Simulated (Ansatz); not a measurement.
A made-up structure of CH$_{5}$BN (charge -1), singlet:

```xyz
8
angstrom
B -0.9813 0.6222 -0.6426
C 0.0851 0.2456 0.2594
N 0.8257 -1.0186 0.2010
H -1.3634 -0.0989 -1.5512
H -1.5404 1.7032 -0.5114
H 0.4266 -1.7980 -0.3222
H 1.8220 -0.8444 0.0932
H 0.7408 -1.5233 1.0799
```

It is relaxed with PBE-D4/def2-SVPD and then PBE0-D4/def2-TZVPD (Ansatz 0.2.0). Atoms count as bonded within 1.22 times the sum of their covalent radii (H–H: 0.88 Å). The end point is not checked to be a true minimum.

Does its bonding change? (A judgement: the text doesn't fix the answer.)

By the calculation: No: no bond forms or breaks.

Where it ends: The first stage lowers the energy by 0.54 eV in 6 steps. It ends as CH₅BN ([BH2][C][NH3]), total charge -1:
```
8
angstrom
B -0.8897 0.6044 -0.5375
C 0.1704 0.4085 0.4286
N 0.7553 -0.9890 0.2173
H -1.1228 -0.3533 -1.3274
H -1.5824 1.5967 -0.6687
H 0.2668 -1.4884 -0.5683
H 1.7476 -0.9400 0.0017
H 0.6699 -1.5510 1.0604
```

Labels in which every atom is bracketed show which atoms are joined, not bond orders.

For scale, one of the runs: PBE0-D4/def2-TZVPD relaxation, 156 basis functions, launched by `ansatz run in.yaml --threads 2 --pin off --events-out ev --progress --plain --max-ram 4352MiB`. Hardware: 2 CPU threads of an Arm Neoverse V2, shared host. Wall time about 14 s.
